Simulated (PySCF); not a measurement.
Carbonyl sulfide, COS, SMILES O=C=S, point group C∞v.

Force field and properties: B3LYP/pcSseg-2 (PySCF, grid level 2). Vibrational terms come from second-order perturbation theory with semi-diagonal cubic constants, by steps of ±0.6 along the normal coordinates of each isotopologue. The parent has the commonest isotopes.

Equilibrium geometry (Å):

| atom | x | y | z |
| --- | --- | --- | --- |
| O1 | -1.2685 | 0.7216 | -0.0259 |
| C2 | -0.1200 | 0.5990 | -0.0177 |
| S3 | 1.4344 | 0.4329 | -0.0066 |

An isotope shift is δ(isotopologue) − δ(parent), that is, the negative of the change in the averaged GIAO shielding; n counts bonds from the nearest label (0: the labelled atom itself). These are computed values; those of heavy atoms are rounded to 5 ppb, about the numerical noise.

What isotope shifts arise with ¹³C at 2?


```
nucleus  n  0 K (ppb)  200 K (ppb)
     C2  0        -45          -40
     O1  1       -165         -150
     S3  1       -385         -355
```

What isotope shifts arise with ¹⁸O at 1?


```csv
nucleus,n,0 K (ppb),200 K (ppb)
O1,0,-130,-125
C2,1,-40,-35
S3,2,-195,-185
```

What isotope shifts arise with ¹⁸O at 1, ¹³C at 2?


```tsv
nucleus	n	0 K (ppb)	200 K (ppb)
O1	0	-295	-275
C2	0	-80	-80
S3	1	-580	-545
```
